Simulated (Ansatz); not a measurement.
# AlSO (doublet): from Hartree-Fock to the top rungs at a displaced geometry (v2), cc-pVDZ

The task here is to estimate one member of a computed series from the others.

Computed with Ansatz 0.2.0, Gaussian basis. Level: cc-pVDZ, core rule «outside noble gas», up to 11 orbitals frozen.

To be run: UHF; CCSD(T) on ROHF; CCSD(T) on UHF; BCCD(T) on ROHF; CISD as a restricted active space (open shells left free, so some higher excitations enter); CCSDT(Q) on ROHF; CCSDT(Q) on UHF.

25 further runs of the same task are left out: 12 for a known fault of the program, 4 that didn't finish, 9 set aside as unsound or not needed. Runs told in other sessions of the task aren't counted.

## The system

The geometry is a PBE0/def2-TZVP stationary point (not a proven minimum) with its atoms shifted at random (size 0.100 Å).

3 atoms, charge 0, spin multiplicity 2.

Atoms are counted from 1 here; the program's logs count them from 0.

Bond lengths: Al1–O2 1.717 Å, O2–S3 1.608 Å. Angles: Al1–O2–S3 171.6°.

Set-up of the first run:

in.yaml reads:

```yaml
crystal:
  periodic: [false, false, false]
  atoms:
    - {symbol: Al, position_ang: [0.084376, 0.005225, 1.674598]}
    - {symbol: O, position_ang: [-0.080498, 0.013599, -0.034509]}
    - {symbol: S, position_ang: [-0.003878, -0.018825, -1.640089]}
basis:
  gaussian: {orbitals: cc-pVDZ}
magnetization: {spin_polarized: true, initial_magnetization: 1}
hamiltonian: {xc: hf}
output: {orbitals: {seedname: orbitals}}
```

Started as:

```console
ansatz run in.yaml --threads 1 --pin off --events-out ev --progress --plain --max-ram 2393MiB
```

Among the steps run: UHF; CCSD(T) on ROHF; CCSD(T) on UHF; BCCD(T) on ROHF; CISD as a restricted active space (open shells left free, so some higher excitations enter); CCSDT(Q) on ROHF; CCSDT(Q) on UHF.

One table of the session follows, with a row left open; its other results are not shown here.

```
   method  from UCCSDT(Q) (kJ/mol)
     ROHF                   +986.8
      UHF                   +974.8
     RMP2                        ?
     UMP2                   +104.7
     CISD                   +136.1
    RCCSD                    +32.3
    UCCSD                    +32.0
 RCCSD(T)                     +5.3
 UCCSD(T)                     +5.3
  BCCD(T)                     +4.7
   RCCSDT                     +3.3
   UCCSDT                     +3.3
RCCSDT(Q)                     +0.5
UCCSDT(Q)                        0
```

Estimate the missing values for RMP2.

As computed: from UCCSDT(Q) (kJ/mol): +102.1. In the column «from UCCSDT(Q) (kJ/mol)» it lies between RCCSD (+32.3) and UMP2 (+104.7).

To keep in mind: Restricted and unrestricted rows rest on different reference determinants; a gap between their highest levels can come from leftover correlation error, from unlike frozen cores or from another state.
